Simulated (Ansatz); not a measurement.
Relaxed structures of CH$_{4}$NSi, doublet (PBE0-D4/def2-TZVP; forces vanish, vibrations not checked; lower isomers may exist, and structures with a doubtful reference or unclear bonds are left out; Å). Program: Ansatz 0.2.0. Basis: def2-TZVPP. Cores are frozen in the correlated methods; orbitals are unrestricted.

Rank them by CCSD(T) energy, lowest first, and give each one's height above the lowest. Links in brackets join atoms within 1.22 times the sum of their covalent radii (1.1 for two metals). (Judge from chemistry; the value comes from the calculation.)
A.
CH₄NSi ([C]1[NH2][SiH2]1)
```
7
angstrom
C -0.7772 -0.9245 -0.2335
N 0.0941 0.1569 -1.0449
Si 0.5247 0.0104 0.7120
H 0.6618 -0.2503 -1.7782
H -0.4543 0.9279 -1.4064
H 0.3121 1.3302 1.3608
H 1.9495 -0.3984 0.8153
```
B.
CH₄NSi ([CH]1[NH][SiH2]1)
```
7
angstrom
C -0.6864 -0.8151 -0.2042
N 0.0277 0.1010 -0.9982
Si 0.5912 0.0874 0.6563
H -1.7527 -0.9899 -0.2614
H -0.4253 0.7901 -1.5846
H 0.3016 1.2801 1.4862
H 1.9438 -0.4536 0.9059
```
C.
CH₄NSi ([CH]1[NH2][SiH]1)
```
7
angstrom
C -0.5796 -0.7470 -0.1342
N 0.0996 0.1725 -1.0477
Si 0.5089 0.2778 0.9140
H -1.5839 -1.0785 -0.3655
H -0.4476 0.8903 -1.5058
H 0.7534 -0.2583 -1.6899
H 1.7773 -0.5506 0.7251
```
D.
CH₄NSi ([CH2]1[NH][SiH]1)
```
7
angstrom
C 0.5052 0.0780 0.4732
N 0.1791 0.1130 -0.9668
Si -0.6755 -1.1774 -0.2263
H -2.1447 -0.9240 -0.0314
H -0.1473 0.9745 -1.3752
H 0.1182 0.8858 1.0939
H 1.5318 -0.1909 0.7079
```

Computed: D (0.0 kJ/mol), B (31.7 kJ/mol), C (89.8 kJ/mol), A (206.1 kJ/mol). Heights count from the lowest.

The T1 diagnostic stays at or below 0.025. ⟨S²⟩ of the unrestricted Hartree–Fock references: 0.76 to 0.79 (a pure state has 0.75).

For scale, one of the runs: CCSD(T)/def2-TZVPP, 160 basis functions, launched by `ansatz run in.yaml --threads 2 --pin off --events-out ev --progress --plain --max-ram 4352MiB`. Hardware: 2 CPU threads of an Arm Neoverse N1, shared host. Wall time 110 s; peak host memory 2.7 GiB.
